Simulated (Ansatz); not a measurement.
A nudged elastic band was laid between two geometries of H2O + H4Si (8 atoms, charge 0, multiplicity 1).

Computed with RKS BLYP/def2-SVP (Ansatz 0.2.0).

```yaml
movable_images: 5
climbing_image: yes
spring: 5.0 eV/Å²
optimiser: quadratic models (default)
start_path: through a guess of the saddle point
force_threshold: 0.05 eV/Å
iteration_limit: 60
end_points: relaxed
```

First end point:

```xyz
8
Properties=species:S:1:pos:R:3
Si 0.403 0.036 -0.155
H 0.382 -0.134 1.335
H 1.841 0.002 -0.593
H -0.189 1.348 -0.553
H -0.307 -1.107 -0.814
O -2.572 0.036 0.918
H -2.618 -0.935 0.806
H -2.203 0.126 1.820
```

Last end point:

```xyz
8
Properties=species:S:1:pos:R:3
Si -0.144 -0.059 -0.837
H -1.434 0.424 3.518
H 1.184 -0.595 -0.375
H -0.040 1.413 -1.069
H -0.496 -0.749 -2.127
O -1.356 -0.250 0.326
H -1.569 -1.168 0.575
H -1.406 0.354 2.754
```

(1) Which bonds break or form, and what moves?

(2) Give the energies along the band, and the barrier.

(3) What is the geometry of the highest image?

Results:

(1) Bonds broken: Si1–H2, O6–H8. Bonds formed: Si1–O6, H2–H8. H2O + H4Si becomes H2 + H4OSi.

(2) The forces met the threshold. The highest image is number 2 of 0 to 6, 1.57 eV above the first end and 2.08 eV above the last; the last end lies 0.51 eV below the first. Neighbouring images differ by up to 1.6 eV, so the band resolves the path poorly. A vibrational analysis at the climbing image gives one clearly imaginary mode, 1211i cm⁻¹: a first-order saddle point. The orbitals stay closed-shell, which can raise the energy where a bond breaks towards radicals; this wasn't checked here.

```
image  path coordinate (Å)  energy (eV)  Si1–H2 (Å)  O6–H8 (Å)  Si1–O6 (Å)
    0                 0.00         0.00        1.50       0.98        3.16
    1                 1.34         0.23        1.51       0.98        2.97
    2                 2.67         1.57        1.79       1.15        1.94
    3                 3.61        -0.06        2.48       1.86        1.71
    4                 4.55        -0.46        3.39       2.37        1.69
    5                 5.48        -0.50        4.08       2.50        1.69
    6                 6.42        -0.51        4.57       2.50        1.69
```

(3) 
```xyz
8
Properties=species:S:1:pos:R:3
Si -0.203 0.070 -0.141
H -0.161 0.649 1.548
H 1.093 -0.636 0.142
H -0.055 1.465 -0.662
H -0.741 -0.713 -1.330
O -1.866 -0.322 0.779
H -2.154 -1.261 0.845
H -1.176 0.118 1.582
```

Time of the run: 2.2 min on 1 thread of Arm Neoverse V1, on a shared host, peak memory 0.1 GiB.
